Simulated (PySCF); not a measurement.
Species: AlFH5N.
Atom-mapped SMILES: `[NH3+:1][AlH2-:2][F:3]` (hydrogens: H4, H5, H6 on N1; H7, H8 on Al2)

The closed-shell ground state was solved at several levels (PySCF, density fitting, gas phase, non-relativistic). Geometry: PBE0-D3(BJ)/def2-SVP; no solvent, vibrations or thermal averaging.

```
              level  basis functions  total energy (Eh)  HOMO (eV)  LUMO (eV)  gap (eV)  dipole (D)
      PBE0/IGLO-III              164          -399.9364      -7.56      -0.46      7.10        5.66
CAM-B3LYP/def2-SVPD              107          -399.9064      -9.01       0.16      9.17        5.71
BHandHLYP/def2-SVPD              107          -399.8798      -8.84       0.01      8.85        5.74
   wB97X-D/pcSseg-2              185          -400.1717      -9.51       1.19     10.70        5.76
       HF/def2-SVPD              107          -398.6356     -10.82       1.47     12.29        5.82
      B3LYP/cc-pVTZ              164          -400.2355      -7.35      -0.55      6.80        5.64
  mPW1PW91/pcSseg-2              185          -400.1850      -7.61      -0.59      7.02        5.73
   LC-wPBE/pcSseg-2              185          -400.0588     -10.37       1.33     11.70        5.79
```

Q: Estimate the row for B3LYP/def2-SVPD, a basis of 107 functions; the other rows only guide the guess.

A: Total energy -399.9778 Eh, HOMO -7.40 eV, LUMO -0.82 eV, gap 6.58 eV, dipole 5.67 D.

Q: Over all these levels, which gives the widest orbital gap and which the narrowest?

A: HF/def2-SVPD (Hartree–Fock, all exact exchange) has the widest, 12.29 eV, and B3LYP/def2-SVPD (global hybrid, 20 % exact exchange) the narrowest, 6.58 eV. The two share the basis. From the narrowest to the widest the HOMO moves by -3.42 eV and the LUMO by +2.29 eV.

Q: In the def2-SVPD basis, how does the gap go with the fixed share of exact exchange?

A: B3LYP (20 %) 6.58 eV; BHandHLYP (50 %) 8.85 eV; HF (100 %) 12.29 eV. Each rise in the share widens the gap here.

Q: How far do the dipole and the HOMO energy spread over the levels?

A: The dipole runs from 5.64 to 5.82 D (mean 5.72 D) and the HOMO from -10.82 to -7.35 eV.

Note: wB97X-D ran without an empirical dispersion term, which enters the total energy and its gradient alone.
